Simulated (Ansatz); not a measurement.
BF (charge -1), harmonic frequencies at the relaxed geometry

Program: Ansatz 0.2.0 through its Python package.

The script reads `bf.xyz`:
```text
2

B     0.00000    0.00000    0.00000
F     0.00000    0.00000    1.53000
```

Run as a notebook:

In [1]:
```python
import itertools

import ansatz as az
from ase.data import atomic_numbers, covalent_radii
import numpy as np
```

In [2]:
```python
system = az.Crystal.molecule_from_extxyz("bf.xyz")
```

In [3]:
```python
model = (
    system.calculation()
    .basis(gaussian="def2-TZVP")
    .functional("pbe0", dispersion="d4")
    .charge(-1)
    .spin("collinear", total=1)  # spin-polarised run
)
symbols = [site.symbol for site in system.cartesian_sites]
start = np.array([site.position_ang for site in system.cartesian_sites], dtype=float)
r = model.relax(force_tolerance=0.003, max_steps=100).run(threads=1).report
end = np.array(r["positions_ang"])
```

In [4]:
```python
# pairs closer than 1.2 times the sum of covalent radii, before or after
radius = [covalent_radii[atomic_numbers[s]] for s in symbols]
span = lambda where, i, j: np.linalg.norm(where[i] - where[j])
bonded = [(i, j) for i, j in itertools.combinations(range(len(symbols)), 2) if min(span(start, i, j), span(end, i, j)) < 1.2 * (radius[i] + radius[j])]
print("pair        before    after (A)")
for i, j in bonded:
    print(f"{symbols[i]}{i}-{symbols[j]}{j}".ljust(10), f"{span(start, i, j):8.4f} {span(end, i, j):8.4f}")
```
```text
pair        before    after (A)
B0-F1        1.5300   1.3585
```

In [5]:
```python
# same settings at the minimum
minimum = az.Crystal.molecule()
for symbol, place in zip(symbols, end):
    minimum = minimum.atom(symbol, place.tolist())
vibrating = minimum.calculation()
vibrating = vibrating.basis(gaussian="def2-TZVP").functional("pbe0", dispersion="d4")
vibrating = vibrating.charge(-1)
vibrating = vibrating.spin("collinear", total=1).phonons(temperatures=(298.15, 498.15, 100))
vib = vibrating.run(threads=1).report["vibrations"]
sums = vib["harmonic_sums"]
modes = [m["omega_inv_cm"] for m in sums["modes_at_gamma"] if m["rigid_motion"] == "no"]
print("frequencies (1/cm):", " ".join(f"{w:.0f}" for w in modes))
print("imaginary modes:", sum(w < 0 for w in modes), " zero-point energy:", round(sums["zero_point_energy_ev"], 4), "eV")
```
```text
frequencies (1/cm): 1051
imaginary modes: 0  zero-point energy: 0.0652 eV
```

Reading the output:
- The frequencies are harmonic and unscaled, in a modest basis.
- The run takes the species as open-shell (spin multiplicity 2), which needn't be its ground state.
- The spin state was assumed, and another may lie lower.
- Anions want diffuse functions, which this basis lacks.
- Run time: 14 s on 1 thread of Arm Neoverse V1, on a shared host, peak memory 0.18 GiB.
